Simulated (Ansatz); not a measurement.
`OCOC(F)F` + H₂O → `OC(F)F` + `OCO`  (formal hydrolysis of a C–O bond)

Program: Ansatz. Geometries: PBE0-D4/def2-TZVP. ΔE: electronic, gas phase. CCSD(T)/CBS is the MP2 limit (def2-TZVPP, def2-QZVPP) plus CCSD(T) − MP2 in def2-TZVPP, frozen cores. This one scheme is used for every species. Functionals use def2-TZVPP. B3LYP here is the variant with VWN-RPA as its local correlation; programs differ in this. Each species was taken in one conformer, which may not be the lowest.

`OCOC(F)F`:

Z-matrix (Å, degrees):
```
C
O 1 1.416
O 1 1.386 2 112.5
H 1 1.092 2 104.2 3 122.6
H 1 1.092 2 110.5 3 -119.1
C 2 1.359 1 114.4 3 70.7
H 3 0.962 1 108.8 2 67.2
F 6 1.358 2 110.4 1 77.0
F 6 1.337 2 107.3 1 -166.2
H 6 1.094 2 113.6 1 -44.5
```

H₂O:

```xyz
3

O    -0.321   -0.128    0.179
H     0.411   -0.652   -0.154
H    -0.091    0.780   -0.026
```

`OC(F)F`:

```xyz
6

O     0.342    0.531    0.887
C     0.070    0.027   -0.331
F    -1.250    0.123   -0.623
F     0.364   -1.295   -0.396
H    -0.174    0.049    1.546
H     0.648    0.565   -1.083
```

`OCO`:

Z-matrix (Å, degrees):
```
C
O 1 1.397
O 1 1.396 2 112.9
H 1 1.095 2 105.2 3 -122.5
H 1 1.095 2 112.0 3 118.6
H 2 0.962 1 107.9 3 -61.7
H 3 0.962 1 107.9 2 -61.7
```

Problem. Is it downhill or uphill in electronic energy at CCSD(T)/CBS, and by how much? (Estimate.)

Solution. Ansatz gave: Nearly level: ΔE = -0.3 kcal/mol.

Problem. What do these levels give: PBE-D4, PBE0-D4, B3LYP-D4, ωB97X-V, PBE, r2SCAN, MP2/def2-TZVPP, CCSD(T)/def2-TZVPP, HF/def2-QZVPP, MP2/def2-QZVPP, HF/CBS(def2), CCSD/CBS(def2)? (An estimate is asked.)

Solution. Ansatz gave: PBE-D4 -2.0, PBE0-D4 -1.8, B3LYP-D4 -1.5, ωB97X-V -1.4, PBE -2.8, r2SCAN -1.7, MP2/def2-TZVPP -0.7, CCSD(T)/def2-TZVPP -0.8, HF/def2-QZVPP -2.2, MP2/def2-QZVPP -0.4, HF/CBS(def2) -2.2, CCSD/CBS(def2) -0.6 kcal/mol.

Largest T1 diagnostic among the species: 0.012.

The D4 term adds +1.1 kcal/mol with B3LYP and +0.7 kcal/mol with PBE0; it sums over pairs of atoms, weighted by their polarisabilities, and B3LYP, whose exchange is more repulsive, gets the larger term. In def2-TZVPP, CCSD(T) changes the Hartree–Fock value by +1.6 kcal/mol (the triples alone add +0.2 kcal/mol) and MP2 by +1.7 kcal/mol.
